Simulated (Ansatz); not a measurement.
Elastic constant C11 of 1T (CdI2-type) PtSe2 at several levels of theory

No measured value is used here.

```json
[
 {"level (code)": "PBE (Ansatz)", "value (GPa)": "112", "cell (Å³/atom)": "26.32"},
 {"level (code)": "PBEsol (Ansatz)", "value (GPa)": "190", "cell (Å³/atom)": "19.83"},
 {"level (code)": "r²SCAN (Ansatz)", "value (GPa)": "?", "cell (Å³/atom)": "23.26"},
 {"level (code)": "HSE06 (Ansatz)", "value (GPa)": "129", "cell (Å³/atom)": "26.09"}
]
```

Some entries are withheld; supply them.


- r²SCAN (Ansatz, a quantum-chemistry and plane-wave program), value (GPa): 148

Density-functional levels without +SOC have no spin–orbit coupling. PBE, PBEsol, r²SCAN, HSE06: the cell comes from a level without a dispersion term, which matters for the spacing of layers, chains or molecules. PBEsol: the solid has no gap at this level, which affects its response. Each level is taken at its own relaxed cell. Cutoffs and k meshes differ between the levels. Ansatz's density-functional and Hartree–Fock values are scalar-relativistic unless marked +SOC, with PAW data made under PBE.
